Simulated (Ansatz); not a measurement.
Ansatz (a program for electronic structure) input (B3LYP-D3(BJ)/def2-TZVP):

Ansatz 0.2 input:
```yaml
crystal:
  periodic: [false, false, false]
  atoms:
    - {symbol: C, position_ang: [-0.00105023, -0.00044593, 0.21807837]}
    - {symbol: C, position_ang: [-0.00682676, -0.00289863, 1.41756777]}
    - {symbol: C, position_ang: [0.00595226, 0.00252732, -1.23597935]}
    - {symbol: H, position_ang: [-0.01194066, -0.00506999, 2.47946412]}
    - {symbol: H, position_ang: [0.01516829, 1.02317495, -1.62370089]}
    - {symbol: H, position_ang: [0.88736845, -0.51296496, -1.62264162]}
    - {symbol: H, position_ang: [-0.87904773, -0.50023658, -1.63112234]}
basis:
  gaussian:
    orbitals: def2-TZVP
hamiltonian:
  xc: b3lyp
  dispersion: d3bj
phonons: {temperatures: {t_min: 298.15, t_max: 298.15, t_step: 100}}
```

Output:

```
Functional definition: B3LYP
integrals: 0.03 GiB planned
716 factors; their error is unknown
mean field: 0.32 GiB planned
mean field evaluation 1: about -3168.4318 eV, gradient 5.5e1 eV
mean field evaluation 2: about -3166.8416 eV, gradient 5.9e1 eV
mean field evaluation 4: about -3175.6208 eV, gradient 6.5e0 eV
mean field evaluation 8: about -3175.7140 eV, gradient 1.6e-2 eV
mean field evaluation 16: about -3175.7081 eV, gradient 3.9e-5 eV
mean field -3175.70807121 eV, -116.7051190446 hartree, gradient 3.9e-5 eV, S^2 0.000000; 0 other end points of the search recorded, 0 dependent functions left out
the calculation of the forces begins
reference -3175.70829828 eV, -116.7051273894 hartree; 11, 11 occupied and 106, 106 virtual orbitals, 716 factors
these checks for a lower state are left out or cut short: stability, starts, cluster_reference, orbital_swaps, neighbouring_geometries, increment
integrals: 0.03 GiB planned
716 factors; their error is unknown
mean field: 0.32 GiB planned
mean field -3175.70804328 eV, -116.7051180185 hartree, gradient 2.3e-6 eV, S^2 0.000000; 0 other end points of the search recorded, 0 dependent functions left out
the calculation of the forces begins
reference -3175.70827036 eV, -116.7051263632 hartree; 11, 11 occupied and 106, 106 virtual orbitals, 716 factors
these checks for a lower state are left out or cut short: stability, starts, cluster_reference, orbital_swaps, neighbouring_geometries, increment
integrals: 0.03 GiB planned
716 factors; their error is unknown
mean field: 0.32 GiB planned
mean field evaluation 32: about -3175.7080 eV, gradient 2.2e-6 eV
mean field -3175.70804341 eV, -116.7051180231 hartree, gradient 2.2e-6 eV, S^2 0.000000; 0 other end points of the search recorded, 0 dependent functions left out
the calculation of the forces begins
reference -3175.70827049 eV, -116.7051263681 hartree; 11, 11 occupied and 106, 106 virtual orbitals, 716 factors
these checks for a lower state are left out or cut short: stability, starts, cluster_reference, orbital_swaps, neighbouring_geometries, increment
integrals: 0.03 GiB planned
716 factors; their error is unknown
mean field: 0.32 GiB planned
mean field -3175.70783801 eV, -116.7051104748 hartree, gradient 2.2e-6 eV, S^2 0.000000; 0 other end points of the search recorded, 0 dependent functions left out
the calculation of the forces begins
reference -3175.70806508 eV, -116.7051188195 hartree; 11, 11 occupied and 106, 106 virtual orbitals, 716 factors
these checks for a lower state are left out or cut short: stability, starts, cluster_reference, orbital_swaps, neighbouring_geometries, increment
integrals: 0.03 GiB planned
716 factors; their error is unknown
mean field: 0.31 GiB planned
mean field -3175.70784169 eV, -116.7051106099 hartree, gradient 2.3e-6 eV, S^2 0.000000; 0 other end points of the search recorded, 0 dependent functions left out
the calculation of the forces begins
reference -3175.70806877 eV, -116.7051189549 hartree; 11, 11 occupied and 106, 106 virtual orbitals, 716 factors
these checks for a lower state are left out or cut short: stability, starts, cluster_reference, orbital_swaps, neighbouring_geometries, increment
integrals: 0.03 GiB planned
716 factors; their error is unknown
mean field: 0.32 GiB planned
mean field -3175.70805709 eV, -116.7051185259 hartree, gradient 2.2e-6 eV, S^2 0.000000; 0 other end points of the search recorded, 0 dependent functions left out
the calculation of the forces begins
reference -3175.70828417 eV, -116.7051268708 hartree; 11, 11 occupied and 106, 106 virtual orbitals, 716 factors
these checks for a lower state are left out or cut short: stability, starts, cluster_reference, orbital_swaps, neighbouring_geometries, increment
integrals: 0.03 GiB planned
[...]
the calculation of the forces begins
reference -3175.70812267 eV, -116.7051209358 hartree; 11, 11 occupied and 106, 106 virtual orbitals, 716 factors
these checks for a lower state are left out or cut short: stability, starts, cluster_reference, orbital_swaps, neighbouring_geometries, increment
integrals: 0.03 GiB planned
716 factors; their error is unknown
mean field: 0.32 GiB planned
mean field -3175.70806694 eV, -116.7051188879 hartree, gradient 2.2e-6 eV, S^2 0.000000; 0 other end points of the search recorded, 0 dependent functions left out
the calculation of the forces begins
reference -3175.70829402 eV, -116.7051272329 hartree; 11, 11 occupied and 106, 106 virtual orbitals, 716 factors
these checks for a lower state are left out or cut short: stability, starts, cluster_reference, orbital_swaps, neighbouring_geometries, increment
integrals: 0.03 GiB planned
716 factors; their error is unknown
mean field: 0.31 GiB planned
mean field -3175.70806717 eV, -116.7051188963 hartree, gradient 2.3e-6 eV, S^2 0.000000; 0 other end points of the search recorded, 0 dependent functions left out
the calculation of the forces begins
reference -3175.70829424 eV, -116.7051272410 hartree; 11, 11 occupied and 106, 106 virtual orbitals, 716 factors
these checks for a lower state are left out or cut short: stability, starts, cluster_reference, orbital_swaps, neighbouring_geometries, increment
integrals: 0.03 GiB planned
716 factors; their error is unknown
mean field: 0.32 GiB planned
mean field evaluation 128: about -3175.7080 eV, gradient 6.0e-3 eV
mean field -3175.70799544 eV, -116.7051162601 hartree, gradient 2.3e-6 eV, S^2 0.000000; 0 other end points of the search recorded, 0 dependent functions left out
the calculation of the forces begins
reference -3175.70822246 eV, -116.7051246031 hartree; 11, 11 occupied and 106, 106 virtual orbitals, 716 factors
these checks for a lower state are left out or cut short: stability, starts, cluster_reference, orbital_swaps, neighbouring_geometries, increment
integrals: 0.03 GiB planned
716 factors; their error is unknown
mean field: 0.32 GiB planned
mean field -3175.70801753 eV, -116.7051170720 hartree, gradient 2.3e-6 eV, S^2 0.000000; 0 other end points of the search recorded, 0 dependent functions left out
the calculation of the forces begins
reference -3175.70824465 eV, -116.7051254187 hartree; 11, 11 occupied and 106, 106 virtual orbitals, 716 factors
these checks for a lower state are left out or cut short: stability, starts, cluster_reference, orbital_swaps, neighbouring_geometries, increment
integrals: 0.03 GiB planned
716 factors; their error is unknown
mean field: 0.32 GiB planned
mean field -3175.70805803 eV, -116.7051185604 hartree, gradient 2.2e-6 eV, S^2 0.000000; 0 other end points of the search recorded, 0 dependent functions left out
the calculation of the forces begins
reference -3175.70828510 eV, -116.7051269051 hartree; 11, 11 occupied and 106, 106 virtual orbitals, 716 factors
these checks for a lower state are left out or cut short: stability, starts, cluster_reference, orbital_swaps, neighbouring_geometries, increment
integrals: 0.03 GiB planned
716 factors; their error is unknown
mean field: 0.31 GiB planned
mean field -3175.70805770 eV, -116.7051185482 hartree, gradient 2.2e-6 eV, S^2 0.000000; 0 other end points of the search recorded, 0 dependent functions left out
the calculation of the forces begins
reference -3175.70828478 eV, -116.7051268932 hartree; 11, 11 occupied and 106, 106 virtual orbitals, 716 factors
these checks for a lower state are left out or cut short: stability, starts, cluster_reference, orbital_swaps, neighbouring_geometries, increment
integrals: 0.03 GiB planned
716 factors; their error is unknown
mean field: 0.32 GiB planned
mean field -3175.70798747 eV, -116.7051159674 hartree, gradient 2.3e-6 eV, S^2 0.000000; 0 other end points of the search recorded, 0 dependent functions left out
the calculation of the forces begins
reference -3175.70821461 eV, -116.7051243145 hartree; 11, 11 occupied and 106, 106 virtual orbitals, 716 factors
these checks for a lower state are left out or cut short: stability, starts, cluster_reference, orbital_swaps, neighbouring_geometries, increment
integrals: 0.03 GiB planned
716 factors; their error is unknown
mean field: 0.31 GiB planned
mean field evaluation 160: about -3175.7148 eV, gradient 2.0e-4 eV
mean field -3175.70797295 eV, -116.7051154337 hartree, gradient 2.2e-6 eV, S^2 0.000000; 0 other end points of the search recorded, 0 dependent functions left out
the calculation of the forces begins
reference -3175.70819996 eV, -116.7051237764 hartree; 11, 11 occupied and 106, 106 virtual orbitals, 716 factors
these checks for a lower state are left out or cut short: stability, starts, cluster_reference, orbital_swaps, neighbouring_geometries, increment
integrals: 0.03 GiB planned
716 factors; their error is unknown
mean field: 0.31 GiB planned
mean field -3175.70802937 eV, -116.7051175070 hartree, gradient 2.3e-6 eV, S^2 0.000000; 0 other end points of the search recorded, 0 dependent functions left out
the calculation of the forces begins
reference -3175.70825640 eV, -116.7051258502 hartree; 11, 11 occupied and 106, 106 virtual orbitals, 716 factors
these checks for a lower state are left out or cut short: stability, starts, cluster_reference, orbital_swaps, neighbouring_geometries, increment
integrals: 0.03 GiB planned
716 factors; their error is unknown
mean field: 0.32 GiB planned
mean field -3175.70806041 eV, -116.7051186480 hartree, gradient 2.3e-6 eV, S^2 0.000000; 0 other end points of the search recorded, 0 dependent functions left out
the calculation of the forces begins
reference -3175.70828753 eV, -116.7051269945 hartree; 11, 11 occupied and 106, 106 virtual orbitals, 716 factors
these checks for a lower state are left out or cut short: stability, starts, cluster_reference, orbital_swaps, neighbouring_geometries, increment
integrals: 0.03 GiB planned
716 factors; their error is unknown
mean field: 0.32 GiB planned
mean field -3175.70797343 eV, -116.7051154512 hartree, gradient 2.3e-6 eV, S^2 0.000000; 0 other end points of the search recorded, 0 dependent functions left out
the calculation of the forces begins
reference -3175.70820046 eV, -116.7051237945 hartree; 11, 11 occupied and 106, 106 virtual orbitals, 716 factors
these checks for a lower state are left out or cut short: stability, starts, cluster_reference, orbital_swaps, neighbouring_geometries, increment
integrals: 0.03 GiB planned
716 factors; their error is unknown
mean field: 0.31 GiB planned
mean field evaluation 192: about -3175.7080 eV, gradient 6.0e-3 eV
mean field -3175.70798781 eV, -116.7051159799 hartree, gradient 2.3e-6 eV, S^2 0.000000; 0 other end points of the search recorded, 0 dependent functions left out
the calculation of the forces begins
reference -3175.70821493 eV, -116.7051243264 hartree; 11, 11 occupied and 106, 106 virtual orbitals, 716 factors
these checks for a lower state are left out or cut short: stability, starts, cluster_reference, orbital_swaps, neighbouring_geometries, increment
integrals: 0.03 GiB planned
716 factors; their error is unknown
mean field: 0.32 GiB planned
mean field -3175.70806212 eV, -116.7051187106 hartree, gradient 2.3e-6 eV, S^2 0.000000; 0 other end points of the search recorded, 0 dependent functions left out
the calculation of the forces begins
reference -3175.70828924 eV, -116.7051270570 hartree; 11, 11 occupied and 106, 106 virtual orbitals, 716 factors
these checks for a lower state are left out or cut short: stability, starts, cluster_reference, orbital_swaps, neighbouring_geometries, increment
integrals: 0.03 GiB planned
716 factors; their error is unknown
mean field: 0.31 GiB planned
mean field -3175.70804023 eV, -116.7051179062 hartree, gradient 2.3e-6 eV, S^2 0.000000; 0 other end points of the search recorded, 0 dependent functions left out
the calculation of the forces begins
reference -3175.70826726 eV, -116.7051262495 hartree; 11, 11 occupied and 106, 106 virtual orbitals, 716 factors
Total energy: -3175.86364560 eV, -116.7108362980 hartree
Atom 0 at    -0.001050    -0.000446     0.218078 Å, force    -0.000017    -0.000010    -0.000176 eV/Å
Atom 1 at    -0.006827    -0.002899     1.417568 Å, force     0.000015     0.000009     0.000539 eV/Å
Atom 2 at     0.005952     0.002527    -1.235979 Å, force     0.000009     0.000005    -0.001038 eV/Å
Atom 3 at    -0.011941    -0.005070     2.479464 Å, force    -0.000013    -0.000007     0.000088 eV/Å
Atom 4 at     0.015168     1.023175    -1.623701 Å, force     0.000018     0.000231     0.000186 eV/Å
Atom 5 at     0.887368    -0.512965    -1.622642 Å, force     0.000208    -0.000103     0.000186 eV/Å
Atom 6 at    -0.879048    -0.500237    -1.631122 Å, force    -0.000220    -0.000125     0.000214 eV/Å
Dipole moment:     0.000825     0.000351    -0.170872 e Å
Vibrations: 347.17 347.24 661.96 662.06 945.13 1057.86 1057.88 1417.12 1478.24 1478.25 2229.18 3032.83 3090.27 3090.28 3474.40 cm⁻¹, zero-point energy 1.510739 eV
```
